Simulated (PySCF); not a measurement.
# C₄H₄S: electronic structure in real space

Aim: take C₄H₄S and probe its ring current by NICS, pull one bond apart with RHF, UHF and CASSCF and compute its lowest excited states.

Program: PySCF 2.14.0. Level of theory: levels as typed in each script, gas phase, geometry from GFN2-xTB. These are calculated values, not measurements.

**1. The system as given**

SMILES `c1ccsc1`, 9 atoms, charge 0, spin multiplicity 1.

Bond lengths: C1–C2 1.415 Å, C1–C5 1.356 Å, C1–H6 1.075 Å, C2–C3 1.356 Å, C2–H7 1.075 Å, C3–S4 1.719 Å, C3–H8 1.072 Å, S4–C5 1.719 Å, C5–H9 1.072 Å. Angles: C2–C1–C5 112.5°, C2–C1–H6 123.8°, C5–C1–H6 123.7°, C1–C2–C3 112.5°, C1–C2–H7 123.8°, C3–C2–H7 123.7°, C2–C3–S4 112.0°, C2–C3–H8 128.6°, S4–C3–H8 119.4°, C3–S4–C5 91.0°, C1–C5–S4 112.0°, C1–C5–H9 128.6°, S4–C5–H9 119.4°.

As a file:

```mol
C4H4S
  3D, bonds by distance, orders not assigned

  9  9  0  0  0  0  0  0  0  0999 V2000
    1.2655    0.7073    0.0000 C   0  0
    1.2656   -0.7072    0.0000 C   0  0
    0.0126   -1.2258    0.0000 C   0  0
   -1.1929   -0.0000    0.0000 S   0  0
    0.0125    1.2258    0.0000 C   0  0
    2.1593    1.3051    0.0000 H   0  0
    2.1594   -1.3049    0.0000 H   0  0
   -0.2847   -2.2555    0.0000 H   0  0
   -0.2849    2.2554    0.0000 H   0  0
  1  2  8  0
  2  3  8  0
  3  4  8  0
  4  5  8  0
  1  6  8  0
  2  7  8  0
  3  8  8  0
  5  9  8  0
  1  5  8  0
M  END
```

**2. Ring currents (PBE/cc-pvdz)**

Contents of input.py:

```python
import numpy as np
from pyscf import gto, scf, dft
from pyscf.prop import nmr
from pyscf.data import nist

def solve(mol, dm0=None, hcore=None):
    mf = (dft.UKS if mol.spin else dft.RKS)(mol, xc='pbe')
    mf.grids.level = 3
    mf.conv_tol, mf.max_cycle = 1e-8, 80
    if hcore is not None:
        mf.get_hcore = lambda *args: hcore
    mf.kernel(dm0)
    if not mf.converged:
        mf = mf.newton().run(mf.mo_coeff, mf.mo_occ, max_cycle=30)
    assert mf.converged, 'SCF not converged'
    return mf

mol = gto.M(atom='''
C      1.26548     0.70733     0.00000
C      1.26556    -0.70722     0.00000
C      0.01265    -1.22583     0.00000
S     -1.19289    -0.00004     0.00000
C      0.01251     1.22580     0.00000
H      2.15927     1.30509     0.00000
H      2.15942    -1.30488     0.00000
H     -0.28470    -2.25548     0.00000
H     -0.28495     2.25542     0.00000
''', basis='cc-pvdz', charge=0, spin=0, verbose=4)
mf = solve(mol)
vxc = nmr.rks.get_vxc_giao  # smaller grid blocks
nmr.rks.get_vxc_giao = lambda *a, **k: vxc(*a, **{**k, 'max_memory': 300})
calc = nmr.RKS(mf)
calc.cphf = True
nuclei = calc.kernel()
mo1 = calc.mo10
# ring centres and points 1 angstrom above and below them
points = np.array([
    [0.2727, 0.0000, 0.0000],
    [0.2727, 0.0000, 1.0000],
    [0.2727, 0.0000, -1.0000],
]) / nist.BOHR
mol.atom_coord = lambda i, unit='Bohr': points[i]
idx = range(len(points))
sigma = (calc.dia(shielding_nuc=idx) + calc.para(mo10=mo1, shielding_nuc=idx)[0]) * nist.ALPHA**2 * 1e6
for p, t in zip(points, sigma):
    print('NICS at %8.4f %8.4f %8.4f  %8.2f ppm' % (*(p * nist.BOHR), -t.trace() / 3))
occ = mf.mo_coeff[:, mf.mo_occ > 0]
dm1 = np.array([mf.mo_coeff @ (2 * x) @ occ.T for x in mo1])
np.savez('result.npz', sigma=sigma, nuclei=nuclei, dm0=mf.make_rdm1(), dm1=dm1, e=mf.e_tot, eps=mf.mo_energy, occ=mf.mo_occ)
```

The run is started by

```bash
> OMP_NUM_THREADS=1 python input.py
```

**4. Stretching a bond (6-31+g*)**

Contents of input.py:

```python
import numpy as np
from pyscf import gto, scf, mcscf

mol = gto.M(atom='''
C      1.26548     0.70733     0.00000
C      1.26556    -0.70722     0.00000
C      0.01265    -1.22583     0.00000
S     -1.19289    -0.00004     0.00000
C      0.01251     1.22580     0.00000
H      2.15927     1.30509     0.00000
H      2.15942    -1.30488     0.00000
H     -0.28470    -2.25548     0.00000
H     -0.28495     2.25542     0.00000
''', basis='6-31+g*', charge=0, spin=0, verbose=4)
# stretch the bond between atoms 2 and 7, from long to short, fragments rigid
a, b, move = 1, 6, [6]
xyz = mol.atom_coords(unit='Angstrom')
u = xyz[b] - xyz[a]
r0 = np.linalg.norm(u)
rows, last, dm_u = [], None, None
for r in [3.0, 2.35, 1.93, 1.66, 1.44, 1.28, 1.18, 1.07, 0.98]:
    new = xyz.copy()
    new[move] += u / r0 * (r - r0)
    m = mol.set_geom_(new, unit='Angstrom', inplace=False)
    rhf = scf.RHF(m).density_fit(auxbasis='def2-universal-jkfit').run()
    uhf = scf.UHF(m).density_fit(auxbasis='def2-universal-jkfit').newton()
    if dm_u is None:
        c = rhf.mo_coeff
        h = m.nelectron // 2 - 1
        ca, cb = c.copy(), c.copy()
        ca[:, h], cb[:, h] = (c[:, h] + c[:, h + 1]) / 2**.5, (c[:, h] - c[:, h + 1]) / 2**.5
        dm_u = np.array([x[:, :h + 1] @ x[:, :h + 1].T for x in (ca, cb)])
    uhf.kernel(dm0=dm_u)
    for _ in range(3):
        c, _, stable, _ = uhf.stability(return_status=True)
        if stable:
            break
        uhf.kernel(c, uhf.mo_occ)
    dm_u = uhf.make_rdm1()
    mc = mcscf.CASSCF(rhf, 2, 2)
    mc.natorb = True
    mc.fix_spin_(ss=0)
    guess = mcscf.addons.make_natural_orbitals(uhf)[1] if last is None else mcscf.project_init_guess(mc, last.mo_coeff, last.mol)
    mc.kernel(guess)
    last = mc
    act = slice(mc.ncore, mc.ncore + mc.ncas)
    print('r %.3f  RHF %.6f  UHF %.6f  <S^2> %.3f  CASSCF %.6f  occupations' % (r, rhf.e_tot, uhf.e_tot, uhf.spin_square()[0], mc.e_tot), mc.mo_occ[act].round(4))
    rows.append((new, rhf.e_tot, uhf.e_tot, uhf.spin_square()[0], mc.e_tot, mc.mo_occ[act], mc.mo_coeff[:, act], dm_u[0] - dm_u[1], rhf.converged and uhf.converged and mc.converged))
    np.savez('result.npz', **{k: [row[i] for row in rows] for i, k in enumerate('xyz rhf uhf s2 cas occ c spin ok'.split())})
```

**6. Excited states (wB97X/6-31+g*)**

Contents of input.py:

```python
import numpy as np
from pyscf import gto, scf, dft, tdscf
from pyscf.scf import atom_ks, atom_hf
from scipy.linalg import block_diag

def solve(mol, dm0=None, hcore=None):
    mf = (dft.UKS if mol.spin else dft.RKS)(mol, xc='wb97x')
    mf.grids.level = 3
    mf = mf.density_fit(auxbasis='def2-universal-jkfit')
    mf.conv_tol, mf.max_cycle = 1e-8, 80
    if hcore is not None:
        mf.get_hcore = lambda *args: hcore
    mf.kernel(dm0)
    if not mf.converged:
        mf = mf.newton().run(mf.mo_coeff, mf.mo_occ, max_cycle=30)
    assert mf.converged, 'SCF not converged'
    return mf

mol = gto.M(atom='''
C      1.26548     0.70733     0.00000
C      1.26556    -0.70722     0.00000
C      0.01265    -1.22583     0.00000
S     -1.19289    -0.00004     0.00000
C      0.01251     1.22580     0.00000
H      2.15927     1.30509     0.00000
H      2.15942    -1.30488     0.00000
H     -0.28470    -2.25548     0.00000
H     -0.28495     2.25542     0.00000
''', basis='6-31+g*', charge=0, spin=0, verbose=4)
mf = solve(mol)
td = mf.TDDFT()
td.nstates, td.singlet, td.conv_tol = 5, True, 1e-5
td.kernel()
td.analyze()
x, y = np.array([p[0] for p in td.xy]), np.array([p[1] + 0 * p[0] for p in td.xy])
f, mu = td.oscillator_strength(), td.transition_dipole()
nto = [td.get_nto(state=i + 1, verbose=4) for i in range(len(td.e))]
# spherically averaged free atoms, for the promolecule
atm = atom_ks.get_atm_nrks(mol, xc='wb97x')
pro = block_diag(*[(atm[a[0]][2] * atm[a[0]][3]) @ atm[a[0]][2].T for a in mol._atom])
np.savez('result.npz', e=td.e, f=f, ok=td.converged, w=[n[0] for n in nto], nto=[n[1] for n in nto], x=x, y=y, c=mf.mo_coeff, occ=mf.mo_occ, eps=mf.mo_energy, pro=pro, mu=mu)
```

(Steps that only read results are left out.)

What does the calculation give? Wanted: NICS(1)zz, 5-membered ring C1/C2/C3/S4/C5; lowest singlet excitation.

As calculated:

```
                                               quantity           value
NICS(1)zz, 5-membered ring C1/C2/C3/S4/C5 (PBE/cc-pvdz)       -28.9 ppm
 cost of the stretch to 3.0 Å, CASSCF and RHF (6-31+g*)  4.7 and 7.8 eV
              lowest singlet excitation (wB97X/6-31+g*)         6.01 eV
```

The 5-membered ring C1/C2/C3/S4/C5 is strongly diatropic (aromatic). RHF rises too steeply at long distance, since it keeps both electrons in one orbital and so mixes in ionic fragments. All values hold at the given geometry, in the gas phase.
